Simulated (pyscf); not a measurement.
O=W(=O)(OH)–OH (SMILES [O]=[W](=[O])([OH])[OH]) + H₂ (SMILES [H][H]) → O=WH(=O)–OH (SMILES [O]=[WH](=[O])[OH]) + H₂O (SMILES O), a four-centre exchange (singlet surface; O–W, H–H broken, H–W, H–O formed). PySCF, gas phase, ωB97X-D3(BJ)/def2-SVP geometries. Energies in kcal/mol from the separated reactants.

Small-basis levels: PySCF, no dispersion term, spherical d functions. AM1 to PM7: differences of heats of formation from MOPAC, which are fitted to 298 K values and so differ in kind from electronic energies by zero-point and thermal terms. GFN2-xTB: tblite. Cost: rough CPU time at the saddle relative to B3LYP/6-31G*+LANL2DZ, from one job on a shared machine.

| level | barrier | reaction energy | cost |
|---|---|---|---|
| MP2/6-31G*+LANL2DZ | 48.7 | +35.6 | 0.1 |
| PBE/6-31G*+LANL2DZ | 35.7 | +27.8 | 2 |
| B3LYP/6-311+G**+LANL2DZ | 36.3 | +14.1 | 2 |
| PBE/def2-SVP | 28.5 | +25.4 | 2 |
| B3LYP/def2-SVP | 34.5 | +24.1 | 1 |
| GFN2-xTB | 2.2 | -32.0 | under 0.02 |
| PM7 | 46.3 | +56.0 | under 0.02 |
| ωB97M-D3(BJ)/def2-TZVP | 35.6 | +20.1 | – |

Against the last row the barrier runs from -33.4 (GFN2-xTB) to +13.0 kcal/mol (MP2/6-31G*+LANL2DZ). At PM7 this geometry lies under one side, so the entry may be no barrier of that level: it is a single point on another level's saddle. ωB97M-D3(BJ)/def2-TZVP has limits of its own. On the product side the descent ends in an adduct with a O–W contact (not fully relaxed), 11.7 kcal/mol under the separated species and 24.3 kcal/mol under the saddle at ωB97X-D3(BJ)/def2-TZVP. What is counted as broken (O–W) persists as a longer contact in the product adduct; parting that adduct is a step of its own. At the saddle there is also a short H–W contact that neither side keeps. One saddle was located; it need not be the lowest between these sides. In the def2 sets elements past Kr carry core potentials, without spin-orbit coupling.
